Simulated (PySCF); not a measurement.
## AlCl₂⁺: from structure and modes to constants

Level of theory: PBE0/[Al def2-TZVP, Cl def2-TZVP], no relativity, density fitting, PySCF.

The singlet minimum has D∞h symmetry. Masses (u): Al 26.98154, Cl 34.96885.

```xyz
3
charge 1 multiplicity 1, angstrom
Al    0.0000    0.0000    0.0000
Cl    0.0000    0.0000    1.9965
Cl    0.0000    0.0000   -1.9965
```

Harmonic wavenumbers (cm⁻¹): 137.3 (πu, ×2), 431.7 (σg+, ×1), 809.4 (σu+, ×1).

(1) Find the principal moments of inertia and the rotational constants. What kind of rotor is it?

(2) Find the bond force constant k and the stretch–stretch coupling k′ of the valence force field.

Results:

(1) About the centre of mass I = 278.77 u Å². With B = 16.8576/I this gives 0.06047 cm⁻¹. The molecule is linear.

(2) For linear XMX, 4π²c²ω(σg)² = (k + k′)/mX and 4π²c²ω(σu)² = (k − k′)(1 + 2mX/mM)/mX. So k + k′ = 3.839 and k − k′ = 3.758 mdyn/Å, giving k = 3.799 and k′ = 0.041 mdyn/Å.

Only a few start shapes were tried, so a lower isomer may exist.
